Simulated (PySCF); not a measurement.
## How methods differ on the ionisation energy of Be

Be [He] 2s2 (1S) → Be⁺ [He] 2s1 (2S), as a difference of total energies. Calculation: PySCF 2.14, in cc-pVTZ; no relativity, point nucleus. Correlated levels: valence: 1s2 frozen. The calculations carry no spin-orbit coupling.

| method | ionisation energy (eV) |
| --- | --- |
| UHF | 8.045 |
| PBE0 | 8.970 |
| MN15 | 8.942 |
| CCSD (valence) | 9.284 |

Question: Estimate what SCS-MP2 (valence) gives.

Answer: 8.965 eV, closest to PBE0 among the rows shown.

Question: Estimate what MP2 (valence) gives.

Answer: 8.811 eV, closest to MN15 among the rows shown.

Errors of the correlated levels include the incompleteness of this basis and the frozen core.

With two correlated electrons CCSD is exact in that space.

For comparison: 9.323 eV (measured; NIST Atomic Spectra Database, ionization energies).
